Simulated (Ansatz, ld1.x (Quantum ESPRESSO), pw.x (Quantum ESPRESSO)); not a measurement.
**Au: does the TM potential hold in the solid?**

- Element: Au
- Generator: ld1.x (Quantum ESPRESSO) 7.5
- Type: norm-conserving Troullier–Martins (Kleinman–Bylander form)
- Functional: LDA (PW92)
- Relativity: scalar-relativistic
- Frozen core: [Xe] 4f14
- Valence charge: 11
- Reference configuration: 5d10 6s0.75 6p0.25
- Partial waves: 6p (bound): rc 2.75 bohr; 5d (bound): rc 1.95 bohr; 6s (bound): rc 2.10 bohr
- Local potential: the s channel
- Core correction: a·sin(br)/r model core, default radius (core density twice the valence density)

Crystal test: bcc Au in pw.x 7.5, no spin, 14³ k-points, Fermi–Dirac smearing 0.01 Ry, cutoffs 85/340 Ry. The reference is all-electron LAPW (Ansatz 0.2.0) with the same functional, mesh and smearing; V0 and B0 come from Birch–Murnaghan fits to the pressures at five volumes. Errors are pseudo minus all-electron; Δ is the rms difference of the E(V) curves that follow from these fits, minima aligned, over ±6 % about the mean V0. Mesh and smearing are coarse, so the numbers serve the comparison and aren't converged zero-temperature values; the lattice is a test structure that the element need not adopt.

All-electron: a0 = 3.214 Å (V0 = 16.60 Å³/atom), B0 = 191.7 GPa.

Question: How far does the potential miss the all-electron equation of state?

Answer: mean pressure error (GPa): +5.74; a0 (Å): 3.244; a0 error (%): +0.95; B0 error (%): -4.4; Δ (meV/atom): 19.7. The largest radius (2.75 bohr) exceeds half the bond length (2.63 bohr), so the spheres overlap, which is one possible source of error among others. This is a poor potential for the solid.

| V (Å³/atom) | P all-electron (GPa) | P pseudo (GPa) |
| --- | --- | --- |
| 15.767 | 11.43 | 18.47 |
| 16.182 | 5.24 | 11.55 |
| 16.597 | 0.01 | 5.68 |
| 17.012 | -4.39 | 0.70 |
| 17.427 | -8.11 | -3.50 |

Question: At the middle volume, how do free energy and pressure move when the wave cutoff is lowered (ecutrho kept at four times it)?

Answer:

```
cutoff (Ry)  shift of F (meV/atom)  shift of P (GPa)
         38                 +497.2            -34.92
         51                  +16.6             -0.32
         68                   +8.3             -0.19
```

The run at the middle volume (104 k-points, 7 iterations) took about 15 s on one core of a shared host (Neoverse-V1, 32 threads, 247 GiB, load 31).
